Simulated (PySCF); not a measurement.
Method: PySCF energies plus ideal-gas RRHO corrections (1 bar). The comparison is the NASA 1993 polynomial table, which mixes measured and estimated data. 6-31G* has spherical d functions here. Open shells (unrestricted): NH (multiplicity 3). The harmonic model lacks anharmonicity and excited electronic states, which grow with temperature; levels with a mode under 35 cm⁻¹ are left out. The table's entry may be an old estimate for NH (not checked at source).

Harmonic frequencies at HF/6-31G* (cm⁻¹): 3517. Point group C∞v; S°(298 K) = 180.8 J/mol/K at this level.

Q: Work out Cp and S° of gaseous NH at 500, 800, 1200, 1600, 2000 K from these, and set them beside the table.

A: 
| T (K) | Cp HF/6-31G* | Cp table | S° HF/6-31G* | S° table |
|---|---|---|---|---|
| 500 | 29.1 | 29.3 | 195.9 | 196.3 |
| 800 | 29.7 | 30.2 | 209.7 | 210.3 |
| 1200 | 31.3 | 32.4 | 222.0 | 222.9 |
| 1600 | 32.9 | 34.2 | 231.2 | 232.5 |
| 2000 | 34.1 | 35.6 | 238.7 | 240.3 |
Units J/mol/K.
